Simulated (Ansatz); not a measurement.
Isolated molecules relaxed with PBE0-D4/def2-TZVP in Ansatz; ΔE leaves out vibrations. CCSD(T)/CBS adds triple-zeta CCSD(T) − MP2 to the extrapolated MP2 energy (def2 sets, frozen cores). This one scheme is used for every species.

Reaction (hydrogenolysis of a C–Cl bond): `FC1(F)OC1Cl` + H₂ → `FC1(F)CO1` + HCl

`FC1(F)OC1Cl`:

```xyz
7

F    -1.157    1.271    0.437
C    -0.680    0.192   -0.159
F    -1.340   -0.006   -1.293
O    -0.466   -0.903    0.618
C     0.681   -0.262    0.029
Cl    1.772    0.554    1.096
H     1.189   -0.846   -0.729
```

H₂:

```xyz
2

H     0.243   -0.279    0.049
H    -0.243    0.279   -0.049
```

`FC1(F)CO1`:

```xyz
7

F    -0.478    0.923    1.439
C    -0.453    0.008    0.473
F    -1.059   -1.090    0.917
C     0.592   -0.036   -0.520
O    -0.779    0.423   -0.767
H     0.839   -0.980   -0.995
H     1.338    0.751   -0.547
```

HCl:

```xyz
2

Cl    0.441   -0.211   -0.412
H    -0.441    0.211    0.412
```

```json
{"species": "`FC1(F)OC1Cl`", "CCSD(T)/CBS(def2) energy (Eh)": "-811.18303"}
{"species": "H₂", "CCSD(T)/CBS(def2) energy (Eh)": "-1.17544"}
{"species": "`FC1(F)CO1`", "CCSD(T)/CBS(def2) energy (Eh)": "-352.01026"}
{"species": "HCl", "CCSD(T)/CBS(def2) energy (Eh)": "-460.38127"}
```

Q: Work out ΔE.

A: ΔE = (-352.01026) + (-460.38127) − (-811.18303) − (-1.17544) = -0.03306 Eh = -86.8 kJ/mol.

Largest T1 diagnostic among the species: 0.012.

From r2SCAN to r2SCAN0 (25 % exact exchange), in def2-TZVPP and without D4, ΔE moves by −7.5 kJ/mol. In def2-TZVPP, CCSD(T) changes the Hartree–Fock value by +22.6 kJ/mol (the triples alone add +6.7 kJ/mol) and MP2 by +27.8 kJ/mol.
